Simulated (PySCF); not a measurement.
CH2O2, charge +1, multiplicity 2. Atoms are numbered in the order given.

```xyz
5

O      0.0821     1.0903     0.0000
C     -0.3966    -0.0862     0.0000
O      0.2693    -1.1443     0.0000
H      1.0632     1.1586     0.0000
H     -1.4945    -0.2087     0.0000
```
Charge +1, spin multiplicity 2.

The structure is a stationary point at B3LYP-D3(BJ)/def2-TZVP. The spin state was assumed, not searched. One conformer was computed; it need not be the lowest.

Calculation: PySCF 2.14.0 with B3LYP-D3(BJ)/def2-TZVP.

No scaling factor is applied to the harmonic values.

**Question.** Estimate the vibrational spectrum. (Estimate from the structure and the level; the computed values follow.)

**Answer.** 
| mode | ν (cm⁻¹) | IR (km/mol) | moving atoms (share of kinetic energy) |
|---|---|---|---|
| 1 | 472 | 38.4 | O 55 %, C 31 %, H 14 % |
| 2 | 710 | 187.7 | H 72 %, O 16 %, C 12 % |
| 3 | 1007 | 16.8 | H 66 %, C 31 % |
| 4 | 1171 | 177.4 | H 86 %, O 14 % |
| 5 | 1205 | 13.8 | O 52 %, H 37 %, C 11 % |
| 6 | 1374 | 6.0 | H 52 %, C 25 %, O 24 % |
| 7 | 1534 | 136.7 | C 69 %, O 25 % |
| 8 | 2979 | 107.7 | H 93 % |
| 9 | 3573 | 296.9 | H 94 % |
